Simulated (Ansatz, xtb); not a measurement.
Ranking isomers of C3H4F2

3 gas-phase structures of C3H4F2, from a drawn sample of its isomers (lower ones may exist). Each was relaxed with GFN2-xTB:

A. `F[C@@H]1C[C@@H]1F`, a singlet
B. `FC1(F)CC1`, a singlet
C. `F[C@@H]1C[C@H]1F`, a singlet

Task: Make a reasoned guess at their ranking by r2SCAN-D4/def2-SVP//GFN2-xTB single-point energy.

Result: Calculated order at r2SCAN-D4/def2-SVP//GFN2-xTB: B (0.000), C (0.402), A (0.521) eV.

Energies above the lowest of each column, in eV; the last columns are at r2SCAN-D4/def2-SVP geometries:

| structure | GFN2-xTB | HF/STO-3G | r2SCAN-D4/def2-SVP//GFN2-xTB | r2SCAN-D4/def2-SVP | CCSD(T)/def2-SVP + ΔMP2/def2-TZVPP |
| --- | --- | --- | --- | --- | --- |
| B | 0.000 | 0.000 | 0.000 | 0.000 | 0.000 |
| C | 0.144 | 0.343 | 0.402 | 0.404 | 0.339 |
| A | 0.294 | 0.399 | 0.521 | 0.518 | 0.456 |

Every level run on B puts it lowest or level with the lowest. ΔMP2 is the change of the MP2 energy from the smaller to the larger basis.

Programs: Ansatz 0.2.0, xtb 6.7.1.
